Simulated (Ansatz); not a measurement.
CsCl-type TlBr was calculated with LC-ωPBE (PAW; Ansatz, an electronic-structure program).

Settings: plane-wave cutoff 460 eV, 6×6×6 k mesh, Fermi–Dirac smearing 0.01 eV, scalar-relativistic PAW data made under PBE.

Energies at three volumes about the minimum:

```
V (Å³/atom)  E − E_lowest (meV/atom)
-----------  -----------------------
31.161                          1.40
31.754                          0.00
32.759                          1.21
```

Fit a parabola by hand: where is the minimum, what lattice constant follows, and what is the bulk modulus?

Slopes: (0.00 − 1.40)/(31.754 − 31.161) = -2.361 and (1.21 − 0.00)/(32.759 − 31.754) = 1.204 meV/Å³. Curvature E″ = 2 × (1.204 − (-2.361))/(32.759 − 31.161) = 4.462 meV/Å⁶. From the middle of the first interval, the slope vanishes at V0 = 31.4575 − (-2.361)/4.462 = 31.987 Å³/atom. B = V0 E″ = 31.987 × 4.462 meV/Å³ × 0.1602 GPa per meV/Å³ = 22.9 GPa. With 2 atoms in the cube, a = (2 × 31.987)^(1/3) = 3.999 Å. The full Birch–Murnaghan fit to all volumes gives V0 = 31.965 Å³/atom and B0 = 22.4 GPa.

Measured, for comparison: lattice constant a 3.984 Å (temperature not stated, no zero-point or thermal correction; as tabulated in Du and Singh (2010), arXiv:1001.5458).
